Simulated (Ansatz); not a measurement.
[GeH3···H···NH], triplet along the distance Ge1-H5

Starting geometry:

```yaml
atoms:
  - { symbol: Ge, position_ang: [-0.4903, 0.0110, 0.0000] }
  - { symbol: H, position_ang: [-1.0018, 1.4576, 0.0000] }
  - { symbol: H, position_ang: [-1.0018, -0.7123, 1.2528] }
  - { symbol: H, position_ang: [-1.0018, -0.7123, -1.2528] }
  - { symbol: H, position_ang: [1.0440, 0.0110, 0.0000] }
  - { symbol: N, position_ang: [2.4857, 0.0110, 0.0000] }
  - { symbol: H, position_ang: [2.7548, -0.9932, 0.0000] }
```

From there H5 is moved from one fragment to the other while all else, the fragments' distance too, stays fixed; atoms are numbered as listed. Energies are in kcal/mol, counted from the starting geometry at the same level. Kohn–Sham curves are unrestricted where that lies lower.

Basis cc-pVDZ; Ansatz 0.2.0. Correlated methods freeze the noble-gas cores and the filled d shells of p-block atoms. R marks a restricted (for open shells ROHF) determinant, U an unrestricted one. No spin–orbit coupling is included, and no scalar relativity.

In so small a basis the reference is far from its limit while semilocal and hybrid functionals are nearer theirs (RPA and double hybrids share much of the reference's basis error), so the functionals' errors here hold much of the reference's basis and frozen-core error, which can add to them or hide them.

Full CI isn't at hand for all of this; UCCSDT(Q) serves as the reference, and is uncertain by about the last step of the cluster series.

```csv
distance Ge1-H5 (Å),UCCSDT(Q),PBE,r2SCAN,PBE0,B3LYP,CAM-B3LYP,wB97M-V,B2PLYP,RPA-PBE
1.534,0.0,0.0,0.0,0.0,0.0,0.0,0.0,0.0,0.0
1.592,-0.6,-2.1,-1.7,-1.4,-1.4,-1.1,-1.0,-1.0,-1.1
1.706,-2.4,-5.7,-4.9,-4.2,-4.2,-3.5,-3.7,-3.4,-3.5
1.821,-6.0,-9.0,-8.5,-7.9,-7.6,-7.2,-7.8,-7.3,-7.0
1.936,-8.3,-9.3,-9.7,-9.4,-9.0,-9.1,-10.2,-9.4,-8.5
```
